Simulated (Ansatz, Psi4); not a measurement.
## Worked example: the enthalpy of formation of C2H3N (SMILES CC#N)

C2H3N: 6 atoms, total charge 0, spin state singlet. As SMILES, `CC#N`. The shape was relaxed beforehand at PBE0/def2-TZVP.

Total energies at CCSD(T)/CBS estimate, 3 core orbitals frozen (Psi4 1.11); the atoms run unrestricted:

| species | state | energy (Eh) |
| --- | --- | --- |
| C2H3N | singlet | -132.593992 |
| C | triplet | -37.791683 |
| N | quartet | -54.532217 |
| H | doublet | -0.500000 |

Harmonic wavenumbers at PBE0-D4/def2-TZVP, in cm⁻¹: 390, 390, 951, 1053, 1053, 1401, 1464, 1464, 2393, 3070, 3151, 3151.

Measured heats of formation of the gaseous atoms at 298.15 K, in kJ/mol: C 716.9, N 472.4, H 218.0. Take 1 Eh = 2625.50 kJ/mol, 1 cm⁻¹ = 0.0119627 kJ/mol, RT = 2.479 kJ/mol.

Work out the heat of formation of the gas at 298 K.


1. Electronic atomisation energy: 2 × (-37.791683) + (-54.532217) + 3 × (-0.500000) − (-132.593992) = 0.978409 Eh = 2568.8 kJ/mol.
2. Zero-point energy: half the sum of the wavenumbers, 9965.5 cm⁻¹ = 119.2 kJ/mol.
3. Thermal vibrational enthalpy, Σ hcν̃/(exp(hcν̃/kT) − 1): 2.0 kJ/mol. Translation, rotation and pV of a non-linear molecule: 4 RT = 9.9 kJ/mol.
4. The 6 free atoms carry 5/2 RT each: 37.2 kJ/mol.
5. Atomisation enthalpy at 298 K: 2568.8 − 119.2 − 2.0 − 9.9 + 37.2 = 2474.9 kJ/mol.
6. Sum of the atoms' heats of formation: 2560.2 kJ/mol. Heat of formation: 2560.2 − 2474.9 = +85.3 kJ/mol.

The tabulated value is +74.0 kJ/mol (CRC Handbook of Chemistry and Physics), so this level is off by +11.3 kJ/mol, or 0.5 % of the atomisation enthalpy that the table implies (2486.2 kJ/mol). Anharmonicity and any spin-orbit splitting of the molecule are left out, and so is core correlation.
